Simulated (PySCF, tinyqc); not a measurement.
A ladder of methods, and size consistency: correlation methods against full CI in the sto-3g basis, for BH, spin multiplicity 1. Computed by the program tinyqc with PySCF. 

Geometry (angstrom):
```
atom       x       y       z
B     0.0000  0.0000  0.0000
H     0.0000  0.0000  1.6930
```

RHF energy of one = -24.681946 hartree

All electrons correlated; +Q is the Davidson correction (1 - c0^2) E_corr. The last columns treat two copies 100 angstrom apart as one system. FCI is the lowest singlet.

Correlation energies (hartree):
```
method   E_corr of one  share of FCI (%)  E_corr of two at 100 angstrom  two minus twice one (mhartree)
MP2           -0.04284            52.825                       -0.08567                           0.000
CISD          -0.07694            94.881                       -0.14101                          12.868
CISD+Q        -0.08460           104.326                       -0.16278                           6.419
CCSD          -0.08093            99.800                       -0.16185                           0.000
CCSD(T)       -0.08099            99.881                       -0.16199                           0.000
FCI           -0.08109           100.000                              -                               -
```

MP2 recovers 53 %, CISD 94.9 % and CCSD 99.8 % of the FCI value (c0^2 = 0.900 in CISD). MP2 and coupled cluster are size consistent, so their last column vanishes; CISD loses 12.87 mhartree, since a double excitation on each copy is a quadruple of the pair, and the Davidson correction leaves +6.42. The restricted reference is unstable here: a spin-polarised solution lies 0.0048 hartree lower (PySCF), so results built on it describe a poor reference.
